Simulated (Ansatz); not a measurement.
Basis-set series for C6H10 (`C=CCCC=C`). Charge 0, multiplicity 1. The geometry is a stationary point of PBE0-D4/def2-TZVP. It is one conformer, not always the lowest.

```tsv
functional	basis	functions	energy (Eh)	HOMO (eV)	LUMO (eV)
PBE0-D4	def2-SVP	134	-234.15702	-7.20	0.44
PBE0-D4	def2-TZVPP	326	-234.41073	-7.25	0.18
ωB97M-V	def2-SVP	134	-234.30086	-9.45	2.65
ωB97M-V	def2-TZVPP	326	-234.57010	-9.50	2.25
```

Task: Give the rows for def2-QZVPP. (Estimate.)

Result: Ansatz gave: 
```tsv
functional	basis	functions	energy (Eh)	HOMO (eV)	LUMO (eV)
PBE0-D4	def2-QZVPP	642	-234.42383	-7.27	0.10
ωB97M-V	def2-QZVPP	642	-234.58273	-9.51	1.97
```

Positive LUMOs are unbound and depend on the basis.
